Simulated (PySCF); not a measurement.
Gas-phase XPS of PPPP tetrahedron, computed

Compound: PPPP tetrahedron, P4.
Cartesian coordinates in Å at the PBE0-D3(BJ)/def2-SVP level; atoms count from 1:
```xyz
4
P4 angstrom
P      1.2437    0.5175    0.0348
P     -0.5846    0.1545    1.2042
P      0.0676   -1.3117   -0.3008
P     -0.7267    0.6397   -0.9382
```

Computed, not measured: delta-SCF UKS SCAN, pcX-2 on the ionised atom, pcseg-1 elsewhere, spin-free X2C in PySCF. These are vertical core ionisation energies against the vacuum level, from separate self-consistent calculations with and without the core hole.

Question: Give the core binding energies atom by atom.

Answer: 
| atom(s) | bonded to | level | binding energy (eV) | 2p1/2 (eV) | count |
| --- | --- | --- | --- | --- | --- |
| P1/P2/P3/P4 | 3 P | P 1s | 2150.20 | – | 4 |
| P1/P2/P3/P4 | 3 P | P 2p3/2 | 136.62 | 137.50 | 4 |

Question: What is the longest wavelength that can ionise P 1s of P1/P2/P3/P4 vertically?

Answer: λ = hc/E = 12398.42 eV Å / 2150.20 eV = 5.766 Å.

Atoms equivalent by their bonding share one computed value, that of the first of them. The 2p values add to the ΔSCF energy of one spin-free hole a correction within the shell (spin–orbit coupling, ligand field). 2p1/2 minus 2p3/2 (ligand field included): P 0.89 eV. Isolated species at its PBE0-D3(BJ)/def2-SVP geometry, gas phase.
